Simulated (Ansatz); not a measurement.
Input file:

```yaml
crystal:
  periodic: [false, false, false]
  atoms:
    - {symbol: Ge, position_ang: [-0.002248, 0.000000, 0.318665]}
    - {symbol: B, position_ang: [-0.066617, -0.000001, -1.629219]}
    - {symbol: H, position_ang: [1.160664, 0.000000, -1.028885]}
    - {symbol: H, position_ang: [-0.142071, -1.038714, -2.230917]}
    - {symbol: H, position_ang: [-0.142072, 1.038712, -2.230918]}
basis:
  gaussian: {orbitals: cc-pVTZ}
total_charge: 1
magnetization: {spin_polarized: true, initial_magnetization: 1}
hamiltonian: {xc: {name: PBE}}
output: {orbitals: {seedname: orbitals}}
```

```sh
$ ansatz run in.yaml --threads 2 --pin off --events-out ev --progress --plain --max-ram 24576MiB --backend cuda --devices 0, --max-vram 18GiB
```

Log:

```
749 factors; their error is unknown
mean field evaluation 1: about -57208.4575 eV, gradient 4.9e1 eV
mean field evaluation 2: about -57103.7938 eV, gradient 1.0e2 eV
mean field evaluation 4: about -57223.5727 eV, gradient 1.1e1 eV
mean field evaluation 8: about -57224.3373 eV, gradient 1.4e-1 eV
mean field evaluation 16: about -57224.3257 eV, gradient 4.2e-4 eV
mean field -57224.32566497 eV, -2102.9551801467 hartree, gradient 8.2e-5 eV, S^2 0.753944; 0 other end points of the search recorded, 0 dependent functions left out
reference -57224.32570217 eV, -2102.9551815138 hartree; 20, 19 occupied and 95, 96 virtual orbitals, 749 factors
Total energy: -57224.32570217 eV, -2102.9551815138 hartree
```

Ran on 2 threads of AMD EPYC 7R13 with a shared H100 80 GB, shared host: 8 s wall, 0.77 GiB peak host memory.
